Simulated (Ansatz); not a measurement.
# CHCl₂+ (SMILES Cl[CH+]Cl): single points off equilibrium

The task here is to estimate one member of a computed series from the others.

Computed with Ansatz 0.2.0, Gaussian basis. Level: single points in def2-TZVPP.

Cores are frozen in the correlated methods.

### The starting structure

4 atoms, charge 1, spin multiplicity 1.

Atoms are counted from 1 here; the program's logs count them from 0.

Bond lengths: Cl1–C2 1.634 Å, C2–Cl3 1.624 Å, C2–H4 1.110 Å. Angles: Cl1–C2–Cl3 124.1°, Cl1–C2–H4 117.2°, Cl3–C2–H4 118.6°.

Geometry (Å):

```
atom     x (Å)     y (Å)     z (Å)
 Cl1   1.32353  -0.63142  -0.59513
  C2  -0.01417  -0.00717   0.10590
 Cl3  -1.20100   0.74724  -0.70600
  H4  -0.11085  -0.11992   1.20565
```

The first run:

run/in.yaml reads:

```yaml
crystal:
  periodic: [false, false, false]
  atoms:
    - {symbol: Cl, position_ang: [1.323531, -0.631419, -0.595131]}
    - {symbol: C, position_ang: [-0.014167, -0.007170, 0.105901]}
    - {symbol: Cl, position_ang: [-1.201001, 0.747238, -0.706001]}
    - {symbol: H, position_ang: [-0.110850, -0.119916, 1.205652]}
basis:
  gaussian: {orbitals: def2-TZVPP}
total_charge: 1
hamiltonian: {xc: pbe, dispersion: d4}
output: {forces: true}
```

Launch:

```bash
$ ansatz run in.yaml --threads 2 --pin off --events-out ev --progress --plain --max-ram 3481MiB
```

Steps of the session up to this table: PBE-D4/def2-TZVPP; r2SCAN-D4/def2-TZVPP; PBE0-D4/def2-TZVPP; wB97M-V/def2-TZVPP; CCSD(T)/def2-TZVPP.

One of the session's tables, all rows but one given; the rest of the session is left out.

```
   method  RMS force component (eV/Å)  angle to CCSD(T) forces (°)
   PBE-D4                       0.199                         21.9
r2SCAN-D4                       0.260                         15.0
  PBE0-D4                       0.301                         40.3
  wB97M-V                           ?                            ?
  CCSD(T)                       0.298                    reference
```

Estimate the missing values for wB97M-V.

**Answer.** RMS force component (eV/Å): 0.310; angle to CCSD(T) forces (°): 26.6. In the column «RMS force component (eV/Å)» it is the highest.
